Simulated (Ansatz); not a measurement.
Total energies of C3H2FN.

```xyz
7

F    -1.219    1.390    1.586
C    -0.772    0.184    1.361
C    -0.646   -0.200    0.046
N    -0.543   -0.930   -0.980
C     0.702   -0.245   -0.637
H     0.991    0.640   -1.197
H     1.488   -0.838   -0.179
```

Total charge 0; spin multiplicity 1. The bonds changed during the relaxation, so this is another structure than the one it started from. Geometry: relaxed with PBE0-D4/def2-TZVP. Basis def2-TZVPP, Ansatz 0.2.0.

RPA on PBE orbitals: Hartree–Fock energy of these orbitals -268.48167 Eh, correlation -1.41509 Eh (frozen core).

```json
{"functional": "revPBE", "energy without D4 (Eh)": "-269.96086", "D4 term (kJ/mol)": "-40.2"}
{"functional": "r2SCAN", "energy without D4 (Eh)": "-269.88952", "D4 term (kJ/mol)": "-2.7"}
```

**Question.** Give the same for LDA (SPW92), PBE, BLYP, B97M-V, PBE0, B3LYP, r2SCANh, r2SCAN0, HSE06 (plane-wave form), BHLYP, CAM-B3LYP, LC-ωPBE, ωB97X-V, ωB97M-V, B2PLYP, PBE-QIDH. (An estimate is asked.)

**Answer.** Computed: 
| functional | energy without D4 (Eh) | D4 term (kJ/mol) |
| --- | --- | --- |
| LDA (SPW92) | -267.89766 | – |
| PBE | -269.73413 | -11.2 |
| BLYP | -269.97615 | -25.7 |
| B97M-V | -269.99060 | – |
| PBE0 | -269.72600 | -9.3 |
| B3LYP | -270.02518 | -18.1 |
| r2SCANh | -269.86995 | -2.8 |
| r2SCAN0 | -269.84229 | -3.1 |
| HSE06 (plane-wave form) | -269.71351 | -8.6 |
| BHLYP | -269.87220 | -12.4 |
| CAM-B3LYP | -269.90751 | -9.2 |
| LC-ωPBE | -269.83480 | – |
| ωB97X-V | -269.93312 | – |
| ωB97M-V | -269.94021 | – |
| B2PLYP | -269.82802 | – |
| PBE-QIDH | -269.67388 | – |

B3LYP takes the VWN-RPA correlation (the form of Gaussian; ORCA's B3LYP/G). HSE06 is the plane-wave form, built on full-range PBE exchange. The double hybrids freeze the cores in their second-order part.

LC-ωPBE has ω = 0.4 bohr⁻¹.
